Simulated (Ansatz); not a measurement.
# How far each method lies from UCCSDT(Q) for HC–O–Si, quartet

Geometry: a PBE0/def2-TZVP stationary point for this spin, not checked as a minimum.

```tsv
atom	x (Å)	y (Å)	z (Å)
C	0.0000	-0.3103	1.6466
O	0.0000	0.3518	0.5441
Si	0.0000	-0.0732	-1.1086
H	0.0000	0.1527	2.6323
```

Basis cc-pVDZ; Ansatz 0.2.0. Correlated methods freeze the noble-gas cores, which leaves 15 electrons in 44 orbitals. Prefix R: restricted or restricted open-shell reference; prefix U: unrestricted.

Full CI isn't at hand for all of this; UCCSDT(Q) serves as the reference, and is uncertain by the last step of the cluster series or more. The frozen core follows each run's orbitals, which can shift R against U totals by a few meV.

For open shells CISD is restricted-active-space CI with the open shells as a complete middle space.

The UHF ⟨S²⟩ is 3.786, the T1 diagnostic (RCCSD) is 0.0432 and the largest doubles amplitude (RCCSD) is 0.087. The T1 diagnostic (UCCSD) is 0.0381.

| level | E − E(RHF) (eV) |
| --- | --- |
| UHF | -0.2614 |
| RMP2 | -9.1870 |
| UMP2 | -9.1817 |
| RCCSD | -10.0484 |
| UCCSD | -10.0539 |
| RCCSD(T) | -10.3579 |
| UCCSD(T) | -10.3586 |

Task: Estimate how far UCCSDT(Q) in cc-pVDZ lies from RCCSD(T). The table doesn't fix it; the size of (T) and the diagnostics are the guide.

Result: UCCSDT(Q) in cc-pVDZ lies 6.7 kJ/mol below RCCSD(T), which is 23 % of the (T) step (-29.9 kJ/mol). T1 is raised, but (T) still catches most of what CCSD lacks. The miss exceeds 1 kcal/mol.

The other levels:

```csv
level,E − E(UCCSDT(Q)) (kJ/mol),share of correlation (%),wall time
CISD,135.6,86.53,29 s
BCCD(T),5.9,99.42,9.5 s
RCCSDT,3.0,99.70,–
UCCSDT,3.0,99.70,–
RCCSDT(Q),0.7,99.93,1.8 min
```

The correlation energy at UCCSDT(Q), counted from RHF, is -10.428 eV. That run took 95 s on 1 thread of Arm Neoverse V1, shared host.

Times hold each run's SCF and search for its determinant on a shared host, so for small cases they say little of a method's own cost; they ran on 1 thread of Arm Neoverse V1. Some runs computed forces too.
